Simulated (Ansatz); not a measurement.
**C2O4, 6 atoms: a scaling test**

To be measured: the time of a molecular-dynamics run at B3LYP on C2O4, and how the time changes with the share of the machine.

Program: Ansatz 0.2.0 (molecular dynamics, B3LYP, Gaussian basis). Host: Arm Neoverse N1, 56 cores, 56 hardware threads, 90 GiB; it was booked for these runs alone, one at a time. Each run is timed once from launch to exit, start-up included.

## (1) The job

A cluster of 6 atoms and 44 electrons, in the basis aug-cc-pvdz.

## (2) The reference run

input.yaml reads:

```yaml
crystal:
  periodic: [false, false, false]
  atoms:
    - { symbol: C, position_ang: [0.0000, 0.0000, 0.0000] }
    - { symbol: O, position_ang: [-0.7113, -0.8606, 0.3147] }
    - { symbol: O, position_ang: [0.7113, 0.8606, -0.3147] }
    - { symbol: C, position_ang: [0.0000, 0.0000, 4.6000] }
    - { symbol: O, position_ang: [0.4270, -1.0785, 4.6049] }
    - { symbol: O, position_ang: [-0.4270, 1.0785, 4.5951] }
basis:
  gaussian: { orbitals: aug-cc-pvdz }
hamiltonian: { xc: { name: B3LYP } }
md: { ensemble: nve, temperature: 300, timestep: 0.5, n_steps: 8, initial_velocities: maxwell_boltzmann, seed: 1 }
```

On the command line:

```
$ taskset -c 8-63 ansatz run input.yaml --threads 48 --backend cpu --max-ram 64GiB --events-out ev --progress --plain --runs-dir out
```

## (3) On 12 threads

input.yaml is that of step 2.

(Steps that only read results are left out.)

Q: Predict the timings and the best choice. Wanted: reference; fastest over threads; speed-up from 12 to 48 threads.

As calculated:

```
                      quantity                 value
                     reference   5.4 s on 48 threads
          fastest over threads           5.4 s on 48
speed-up from 12 to 48 threads  1.7 (42 % efficient)
```

Going from 12 to 48 threads cuts the time by a factor of 1.7, 42 % of the ideal. The figures hold for this build, input and host.
